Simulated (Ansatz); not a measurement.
Fluorite SrCl₂ was calculated with HSE06 in Ansatz (plane waves, PAW).

Run with plane-wave cutoff 460 eV, 6×6×6 k mesh, Fermi–Dirac smearing 0.01 eV, scalar-relativistic PAW data made under PBE.

The cell is scaled about its equilibrium volume:

| V (Å³/atom) | P (GPa) | direct gap at Γ (eV) | smallest gap on the k mesh (eV) |
|---|---|---|---|
| 27.179 | 2.15 | 7.166 | 6.787 |
| 27.608 | 1.47 | 7.096 | 6.723 |
| 28.610 | 0.09 | 6.938 | 6.579 |
| 29.325 | -0.75 | 6.829 | 6.481 |
| 30.040 | -1.48 | 6.725 | 6.386 |

The fundamental gap (6.57 eV at the equilibrium volume, on the SCF mesh) lies elsewhere than Γ–Γ.

Measured, for comparison: band gap 7.5 eV (temperature not stated, no zero-point or thermal correction; as tabulated in Aguado et al. (1999), arXiv:cond-mat/9901145).

Spin–orbit coupling is not included.

Ansatz is a quantum-chemistry and plane-wave program.
